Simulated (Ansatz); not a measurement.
# FH4Si2: the cost of one run

Program: Ansatz 0.2.0. Level of theory: RKS PBE-D4/def2-SVP. These are calculated values, not measurements.

## Step 1: The starting structure

Bond lengths: F1–Si2 1.587 Å, Si2–Si3 2.392 Å, Si2–H4 1.459 Å, Si3–H5 1.465 Å, Si3–H6 1.470 Å, Si3–H7 1.468 Å. Angles: F1–Si2–Si3 106.0°, F1–Si2–H4 99.6°, Si3–Si2–H4 154.4°, Si2–Si3–H5 105.4°, Si2–Si3–H6 102.3°, Si2–Si3–H7 103.5°, H5–Si3–H6 114.6°, H5–Si3–H7 114.4°, H6–Si3–H7 114.6°.

Coordinates:

```xyz
7

F    -0.7278   -1.6760    1.2246
Si   -0.5386   -1.1256   -0.2516
Si    0.4753    1.0295   -0.0260
H    -1.0826   -2.2524   -1.0021
H     0.0230    1.7961   -1.1895
H    -0.0623    1.4950    1.2609
H     1.9131    0.7335   -0.0162
```

## Step 2: Relaxing end A

File input.yaml:

```yaml
crystal:
  periodic: [false, false, false]
  atoms:
    - { symbol: F, position_ang: [-0.72784, -1.67599, 1.22456] }
    - { symbol: Si, position_ang: [-0.53857, -1.12562, -0.25158] }
    - { symbol: Si, position_ang: [0.47526, 1.02946, -0.02604] }
    - { symbol: H, position_ang: [-1.08265, -2.25243, -1.00207] }
    - { symbol: H, position_ang: [0.02296, 1.79609, -1.18947] }
    - { symbol: H, position_ang: [-0.06228, 1.49505, 1.26085] }
    - { symbol: H, position_ang: [1.91311, 0.73345, -0.01624] }
total_charge: 1
basis:
  gaussian: { orbitals: def2-SVP }
hamiltonian:
  xc: pbe
  dispersion: d4
relax:
  f_tol: 0.015
  max_steps: 40
```

On the command line:

```bash
$ ansatz run input.yaml --threads 1 --pin off --max-ram 2048MiB --backend cpu --events-out ev --progress --plain --runs-dir out
```

**Question.** How long does this run take on 1 thread of Arm Neoverse N1, shared host, and how much memory does it need?

About 22 s, with a peak of 0.11 GiB.
